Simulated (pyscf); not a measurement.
`[NH2][W]([OH])([OH])([F])([F])[F]` -> `[O]=[W]([OH])([F])([F])[F]` + `[NH3]`, an elimination (singlet surface; H–O, N–W broken, H–N formed). Single points on ωB97X-D3(BJ)/def2-SVP structures (PySCF, gas phase). Energies in eV from the reactant's lowest minimum found.

Small-basis levels: PySCF, no dispersion term, spherical d functions. GFN2-xTB: tblite. Cost: rough CPU time at the saddle relative to B3LYP/6-31G*+LANL2DZ, from one job on a shared machine.

```csv
level,barrier,reaction energy,cost
MP2/6-31G*+LANL2DZ,1.00,-0.56,0.2
SVWN5/6-31G*+LANL2DZ,0.78,+0.62,1
BP86/6-31G*+LANL2DZ,0.88,-0.05,2
PBE/6-31G*+LANL2DZ,0.87,+0.01,2
B3LYP/6-311+G**+LANL2DZ,1.18,0.00,2
PBE/def2-SVP,0.86,+0.12,2
GFN2-xTB,1.10,+2.41,under 0.02
ωB97M-D3(BJ)/def2-TZVP,1.07,-0.02,–
```

Against the last row the barrier runs from -0.29 (SVWN5/6-31G*+LANL2DZ) to +0.10 eV (B3LYP/6-311+G**+LANL2DZ). At GFN2-xTB this geometry lies under one side, so the entry may be no barrier of that level: it is a single point on another level's saddle. ωB97M-D3(BJ)/def2-TZVP has limits of its own. On the reactant side the descent ends in a point that may be a rotor saddle (no frequency run), 0.15 eV over the lowest minimum found and 0.93 eV under the saddle at ωB97X-D3(BJ)/def2-TZVP. On the product side the descent ends in an adduct with a N–W contact (not fully relaxed), 1.03 eV under the separated species and 2.01 eV under the saddle at ωB97X-D3(BJ)/def2-TZVP. What is counted as broken (N–W) persists as a longer contact in the product adduct; parting that adduct is a step of its own. This is the saddle that the search found; another between the same sides may lie lower. In the def2 sets elements past Kr carry core potentials, without spin-orbit coupling.
